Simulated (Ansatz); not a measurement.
## How methods differ on CH6B− ([BMeH3]-)

The species is CH6B− (8 atoms), meant as a singlet with charge -1. SMILES: `[H][B-]([H])([H])C`. The coordinates come from a GFN2-xTB relaxation.

```xyz
8

B    -0.0021    0.0030   -0.8203
C     0.0022   -0.0029    0.8288
H    -1.0102    0.0419    1.2453
H     0.5502    0.8499    1.2449
H     0.4697   -0.9054    1.2389
H     1.1515   -0.0352   -1.2491
H    -0.5462    1.0242   -1.2403
H    -0.6150   -0.9757   -1.2483
```

Quantity: the vertical detachment energy (to the doublet neutral), in eV. The values are calculated.

| level | kind | program | value (eV) |
| --- | --- | --- | --- |
| BHLYP/STO-3G | global hybrid | Ansatz | 2.05 |
| PBE0/STO-3G | global hybrid | Ansatz | 1.77 |
| CAM-B3LYP/STO-3G | range-separated hybrid | Ansatz | ? |
| HSE06/STO-3G | range-separated hybrid | Ansatz | 1.76 |
| wB97M-V/STO-3G | range-separated hybrid | Ansatz | 1.89 |
| wB97X/STO-3G | range-separated hybrid | Ansatz | ? |
| B2PLYP/STO-3G | double hybrid | Ansatz | 1.79 |
| BCCD(T)/STO-3G | coupled cluster or CI | Ansatz | 1.46 |

Question: Estimate what the levels marked ? give.

Answer: As computed at these levels: CAM-B3LYP/STO-3G: 1.90 eV; wB97X/STO-3G: 1.97 eV. Sets without diffuse functions describe the anion poorly. The values span 1.46 to 2.05 eV. All rows use very small basis sets, so even the best lies far from the true value.
